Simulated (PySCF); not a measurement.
CH3S, multiplicity 2. Atoms are numbered in the order given.

```xyz
5

C     -1.1057    -0.0086     0.0000
S      0.6917    -0.0020     0.0000
H     -1.5066    -0.4786     0.8974
H     -1.4196     1.0407     0.0000
H     -1.5066    -0.4786    -0.8974
```
Charge 0, spin multiplicity 2.

Coordinates come from a B3LYP-D3(BJ)/def2-TZVP optimisation. The isomer is the one that the SMILES or the coordinates give; other isomers of the formula were not compared.

Method: PBE/def2-TZVPD in PySCF.

Mulliken values depend strongly on the basis, most of all with diffuse functions as here. ESP charges are fitted to the potential on shells at 1.4 to 2.0 van der Waals radii. Atomic charges (e):

```
atom  Mulliken  ESP fit  Mulliken spin
----  --------  -------  -------------
C1       -0.43        ?          -0.06
S2       -0.17        ?           0.99
H3        0.21        ?           0.00
H4        0.18        ?           0.06
H5        0.21        ?           0.00
```

Task: Fill in the missing entries. (An estimate is asked for; the answer gives what the named calculation found.)

Result: 
- C1, ESP fit: -0.32
- S2, ESP fit: -0.12
- H3, ESP fit: 0.14
- H4, ESP fit: 0.16
- H5, ESP fit: 0.14
